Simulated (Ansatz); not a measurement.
# triplet O2: levels of theory in one basis

```xyz
2

O     0.0000    0.0000    0.0000
O     0.0000    0.0000    1.6300
```

Basis set: def2-SVP (spherical functions). Correlated methods keep 2 orbitals frozen. Correlation on ROHF uses semicanonical orbitals with singles. Charge 0, multiplicity 3.

Computed with Ansatz (development build ahead of 0.2.0); each method stands on the lowest determinant of its kind that the runs found.

```
 method  E − E(ROHF) (eV)  <S²> of the determinant
   ROHF              0.00                     2.00
    UHF             -0.76                     2.52
UHF-MP2             -7.48                     2.52
```

Q: What does ROHF-MP2 give on the same scale?

A: -8.55 eV.

Q: Is a single determinant a sound starting point here?

A: It is doubtful. Unrestricted orbitals lower Hartree–Fock by 0.76 eV and <S²> is 2.52 where a pure state has 2.00, a sign of strong static correlation.

Caution for ROHF, ROHF-MP2: an unrestricted determinant lies well below. Caution for UHF, UHF-MP2: the unrestricted determinant is spin contaminated. Caution for ROHF-MP2, UHF-MP2: bonds are stretched, where a single reference can fail.
